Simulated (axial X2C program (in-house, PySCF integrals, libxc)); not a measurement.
**Spectroscopic constants of NaS**

Calculated with an in-house relativistic program for diatomic molecules. Spin-free means the one-electron spin-free X2C Hamiltonian; two-component (2c) means X2C with spin–orbit coupling and atomic mean-field two-electron Coulomb and Gaunt terms, so the difference of the two also holds small scalar two-electron terms. Basis: S dyall-av3z [9s8p3d2f], Na dyall-cv3z [9s8p5d2f] (cores contracted in-house); Gaussian nuclei, density fitting, unrestricted open shells. Masses: S 31.972 u, Na 22.990 u.

State, spin-free: M_S = 1/2, Λ = 1 (beyond evenly filled blocks: π+α, π+β, π-α); electrons by block: σα: 8, σβ: 8, π+α: 3, π+β: 3, π-α: 3, π-β: 2. Fragments: S + Na.

State, 2c: Ω = 3/2 (⟨Sz⟩ = 0.50, ⟨Lz⟩ = 1.00 at PBE0); electrons by block: 1/2: 11, -1/2: 11, 3/2: 3, -3/2: 2. Fragments: S + Na.

```csv
Hamiltonian,level,Re (Å),ωe (cm⁻¹),Be (cm⁻¹),αe (cm⁻¹),De (eV),D0 (eV),k (mdyn/Å),μ (D)
spin-free,PBE0,2.488,331.7,0.2037,0.00147,2.46,2.44,0.867,8.40
spin-free,HF,2.516,330.6,0.1991,0.00138,1.36,1.34,0.861,9.23
spin-free,MP2,2.493,331.5,0.2028,0.00144,2.47,2.45,0.866,n/a
spin-free,CCSD,2.495,331.5,0.2025,0.00143,2.41,2.39,0.866,n/a
spin-free,CCSD(T),2.495,330.2,0.2024,0.00144,2.46,2.44,0.859,n/a
spin-free,PBE,2.502,320.8,0.2014,0.00152,2.52,2.50,0.811,7.94
2c,PBE0,2.488,331.6,0.2036,0.00147,2.48,2.46,0.866,8.40
2c,HF,2.517,330.5,0.199,0.00138,1.38,1.35,0.861,9.23
2c,MP2,2.493,331.4,0.2028,0.00144,2.47,2.45,0.865,n/a
2c,CCSD,2.495,331.4,0.2025,0.00143,2.42,2.40,0.865,n/a
2c,CCSD(T),2.496,330.0,0.2024,0.00144,2.46,2.44,0.858,n/a
2c,PBE,2.502,320.6,0.2014,0.00152,2.54,2.52,0.81,7.94
```

Correlated methods: 15 electrons correlated (number of frozen shells: S 2 s, 1 p; Na 1 s), 219 virtual spin orbitals or spinors in MP2, 90 natural virtuals in coupled cluster.

Dipoles are positive if Na is the positive end.

Occupations by symmetry block were frozen at the best pattern of an incomplete PBE0 search. Dissociation energies refer to the lowest single-determinant-based atoms at the same level and basis. Density functionals use the spin component along the axis (collinear). CCSD and (T) use frozen natural virtuals with an MP2 correction for the truncation; (T) itself is uncorrected, so its De runs slightly low. In 2c an atomic determinant is not the ground J level, so De misses part of the atomic spin–orbit lowering. This holds for PBE0, PBE. Without a current term, density functionals place determinants with orbital angular momentum somewhat too high.

Rough cost a point (2c) on 1 thread(s) of a shared host, integrals apart: PBE0 0.4 s, HF 0.26 s, CCSD(T) 13 s, PBE 0.4 s.
